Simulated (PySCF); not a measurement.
## Two structures, one formula

The two ends of one reaction step of CH₅BO, closed shell (PBE0-D4/def2-TZVP).

A:

```xyz
8
angstrom
B -0.5750 -0.2300 -0.4626
C 0.3670 0.6734 0.4012
O -0.4034 -1.5655 -0.6096
H 0.3578 -1.9031 -0.1285
H -1.5171 0.2267 -1.0503
H 1.1920 0.1448 0.8885
H 0.7918 1.4708 -0.2183
H -0.2138 1.1860 1.1760
```

B:

B1  (-1.722, -0.264, -1.292)
C2  (1.035, 0.160, 0.775)
O3  (-1.635, -1.445, -1.471)
H4  (0.739, -0.806, 0.365)
H5  (-1.814, 0.893, -1.123)
H6  (1.926, 0.034, 1.390)
H7  (1.256, 0.852, -0.038)
H8  (0.229, 0.561, 1.390)
(Å)

Program: PySCF 2.14 with density fitting (its default auxiliary sets; JK sets also for MP2 and CCSD(T)). Basis: def2-TZVPP. Cores are frozen in the correlated methods. B3LYP uses VWN-RPA correlation.

Problem. Which structure is lower at CCSD(T), and by how much? (An estimate is asked for; the value comes from the calculation.)

Solution. By the calculation: A, by 9.77 kcal/mol (electronic energy, against the other). By their contacts, A is CH₅BO ([CH3][BH][OH]) and B is a complex of BHO ([BH][O]) + CH₄.

All methods give the same order:

```tsv
method	E(B) − E(A) (kcal/mol)
SPW92	20.13
PBE-D4	11.45
r2SCAN-D4	12.47
PBE0-D4	14.83
B3LYP-D4	9.36
BHLYP-D4	12.94
wB97M-V	11.54
HF	11.07
MP2	8.58
CCSD	10.71
CCSD(T)	9.77
```

T1 diagnostic: at most 0.016.

Labels in which every atom is bracketed show which atoms are joined, not bond orders.

For scale, one of the runs: CCSD(T)/def2-TZVPP, 163 basis functions, launched by `OMP_NUM_THREADS=4 python run.py`. Time: 3.4 min of wall clock on 4 CPU threads of an Arm Neoverse V1; the host was shared. Peak host memory: 1.2 GiB.
